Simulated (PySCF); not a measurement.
Species: FH.
Cartesian coordinates in Å at the B3LYP/def2-TZVP level; atoms count from 1:
```
atom  x, y, z in Å
F1     0.0145   -0.2577    0.3760
H2    -0.0117    0.2589   -0.3901
```

Computed with B3LYP/def2-TZVP geometry optimisation, gas phase in PySCF 2.14.0.

Take the most abundant isotopes and a rigid rotor. 

Task: What are the moment of inertia and the rotational constant?

Result: I = 0.818 u·Å², B = 505379 MHz·u·Å²/I = 617952 MHz (20.6127 cm⁻¹, or 29.657 K as hB/k). For two atoms I = μr² with μ = 0.9571 u and r = 0.9244 Å.

Task: List the first levels of a rigid rotor in a Σ state.

Result: E(J) = BJ(J+1): J = 1: 41.225, J = 2: 123.676, J = 3: 247.352, J = 4: 412.253, J = 5: 618.380, J = 6: 865.731 cm⁻¹.

Task: Where do the first rotational lines fall?

Result: The dipole is 1.93 D; J+1 ← J lies at 2B(J+1): 1 ← 0 at 1235.90 GHz, 2 ← 1 at 2471.81 GHz, 3 ← 2 at 3707.71 GHz, 4 ← 3 at 4943.61 GHz, 5 ← 4 at 6179.52 GHz, 6 ← 5 at 7415.42 GHz.

Task: Estimate the classical rotational partition function at 500 K.

Result: Point group C∞v, symmetry number σ = 1; q = kT/(σhB), k/h = 20836.6 MHz/K: 16.9 at 500 K.

No B3LYP/def2-TZVP frequencies stand behind this structure, so it isn't proved a minimum. No vibrational averaging or centrifugal distortion is included, and the geometry carries the error of its method.

The run took 1.4 s wall on an Arm Neoverse V1 with one thread, no GPU, shared host with 32 logical CPUs at a one-minute load of 27, and the process peaked at 0.23 GiB of memory. That covers the optimisation of the geometry.
